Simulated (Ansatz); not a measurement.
## A cut through the energy surface

BHSCl (SMILES S[B]Cl), doublet, at its PBE0-D4/def2-TZVP minimum:

| atom | x (Å) | y (Å) | z (Å) |
| --- | --- | --- | --- |
| S1 | 0.5664 | -0.7891 | 0.5314 |
| B2 | -0.2996 | 0.4757 | -0.3458 |
| Cl3 | -2.0141 | 0.6160 | -0.4273 |
| H4 | 1.8029 | -0.3629 | 0.2214 |

The bond length S1–B2 (1.766 Å at the minimum) is set to the values below, the two halves moving rigidly along the bond. Each method's energies count from its own value at the PBE0-D4 minimum structure. 1 of 9 computed points, where the reference changed state or T1 grew large, are left out. Ansatz 0.2.0; basis: def2-TZVPP; cores frozen in the correlated methods; orbitals are unrestricted. B3LYP uses VWN-RPA correlation.

```tsv
bond length (Å)	CCSD(T) (eV)	HF (eV)	B3LYP-D4 (eV)	PBE0-D4 (eV)
1.554	0.815	0.865	0.753	0.732
1.616	0.381	0.411	0.346	0.328
1.706	0.063	0.072	0.054	0.045
1.811	0.009	0.006	0.013	0.021
1.927	0.189	0.186	0.194	0.225
2.053	0.533	0.547	0.528	0.590
2.186	0.966	1.007	0.943	1.041
2.326	1.426	1.483	1.379	1.519
```

Minimum and curvature along this coordinate at CCSD(T): A fifth-order fit through the nearest points gives 1.778 Å, with a curvature of about 22 eV/Å².

Q: Treat the two halves as rigid bodies and work out the harmonic wavenumber of this stretch from that curvature (ν̃ = 521.5 √(k/μ) cm⁻¹ with k in eV/Å² and μ in u).

A: The halves weigh 33.08 and 46.27 u, so μ = 33.08 × 46.27/79.35 = 19.289 u and ν̃ = 521.5 √(22/19.289) ≈ 560 cm⁻¹. A true normal mode mixes in other motions, so this is a guide only.

Largest difference from the CCSD(T) curve over the scan: PBE-D4 0.061; r2SCAN-D4 0.063; wB97M-V 0.083; MP2 0.196 eV. Each curve counts from its own value at the minimum.

T1 diagnostic: at most 0.024. ⟨S²⟩ of the unrestricted Hartree–Fock references: 0.76 to 0.81 (a pure state has 0.75). The unrestricted reference is spin-contaminated, which hurts MP2 most.

For scale, one of the runs: CCSD(T)/def2-TZVPP, 129 basis functions (an equivalent command: `ansatz run in.yaml --threads 2`). Hardware: 2 CPU threads, shared host. Wall time 43 s; peak host memory 1.2 GiB.
